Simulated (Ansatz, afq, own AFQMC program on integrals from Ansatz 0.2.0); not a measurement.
# H2O + O, triplet in cc-pVTZ along one coordinate

| atom | x (Å) | y (Å) | z (Å) |
| --- | --- | --- | --- |
| O | -1.0704 | -0.0275 | 0.0000 |
| H | -1.3197 | 0.8991 | 0.0000 |
| H | -0.1109 | -0.0275 | 0.0000 |
| O | 1.1606 | -0.0275 | 0.0000 |

A hydrogen atom is moved from one rigid fragment to the other; the O1–H3 distance tells how far. The two fragments are held close together, so this isn't a minimum-energy path and the start is a compressed complex. Energies in kJ/mol count from this geometry (0.960 Å) at the same level; the start stands on UHF, each point on the determinant named.

Basis cc-pVTZ. Only valence electrons are correlated. AFQMC by an in-house program on the Cholesky factors that Ansatz 0.2.0 writes for its CCSD(T) run. ph-AFQMC/CISD is guided by a CISD state made of CCSD amplitudes; releasing the constraint for a short imaginary time cuts its bias at the price of noise, slowly where states lie close. ± is one standard error of the sampling.

Cautions, each for one point or more: lower spins were not checked; unrestricted determinant slightly spin contaminated.

| r(O1–H3) / Å | det. | T1 | weight | ⟨S²⟩ | CCSD(T) | ph-AFQMC/CISD | MP2 | wB97M-V |
| --- | --- | --- | --- | --- | --- | --- | --- | --- |
| 1.040 | UHF | 0.024 | 0.88 | 2.03 | 11.3 | 11.3 ± 0.9 | 15.5 | 6.0 |
| 1.080 | UHF | 0.023 | 0.88 | 2.04 | 19.3 | 19.0 ± 1.0 | 25.7 | 11.7 |
| 1.120 | UHF | 0.021 | 0.88 | 2.05 | 26.4 | 26.5 ± 0.9 | 35.7 | 17.2 |
| 1.161 | UHF | 0.024 | 0.88 | 2.05 | 31.7 | 31.3 ± 1.1 | 45.1 | 22.0 |
| 1.241 | UHF | 0.025 | 0.88 | 2.03 | 39.2 | 37.7 ± 1.0 | 53.3 | 31.4 |

Weight is that of the determinant in the CISD state; at the start T1 is 0.021 and the weight 0.89, and ⟨S²⟩ is 2.02. Largest departures from phaseless AFQMC with a CISD trial: CCSD(T) 1.4 kJ/mol at 1.241 (on UHF) (within the noise), MP2 15.5 kJ/mol at 1.241 (on UHF), wB97M-V -9.4 kJ/mol at 1.161. The walk's constraint bias lies outside its error bars, so these are departures and not errors. Functionals count only at points shown to share the start's state and spin.

Some points may be missing: those where a free walk finds a much lower state, and past Zn most of those on another determinant than at the start.

A walk keeps the symmetry of its determinant, which the program's search chose and which needn't be the lowest solution, so a lower state of the same spin and another symmetry isn't excluded.
